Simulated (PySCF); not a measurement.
## Working out the ionisation energy of Al

Al [Ne] 3s2 3p1 (2P) → Al⁺ [Ne] 3s2 (1S). All numbers are calculated (PySCF 2.14, no relativity, point nucleus, in dyall-acv3z (19s12p6d4f, 113 functions)). Frozen: 1s2; the 18 highest virtual orbitals dropped. Energies in hartree (1 hartree = 27.21139 eV):

```csv
part,Al (lower),Al⁺ (upper)
UHF,-241.880619,-241.674488
MP2 opposite-spin,-0.246431,-0.240984
MP2 same-spin,-0.080901,-0.078600
```

Problem. What does Hartree-Fock give?

Solution. (-241.674488) − (-241.880619) = 0.206131 hartree = 5.609 eV.

Problem. What do MP2 and SCS-MP2 (6/5 opposite-spin, 1/3 same-spin) give?

Solution. The opposite-spin parts differ by 0.148 eV and the same-spin parts by 0.063 eV. MP2: 5.609 + (0.148) + (0.063) = 5.820 eV. SCS-MP2: 5.609 + 1.2 × (0.148) + (0.063)/3 = 5.808 eV.

Measured between the centres of the two terms (NIST): 5.977 eV, so MP2 (valence and next inner shell) is off by -0.157 eV.

What remains against the reference includes basis incompleteness, the frozen core and correlation beyond second order.
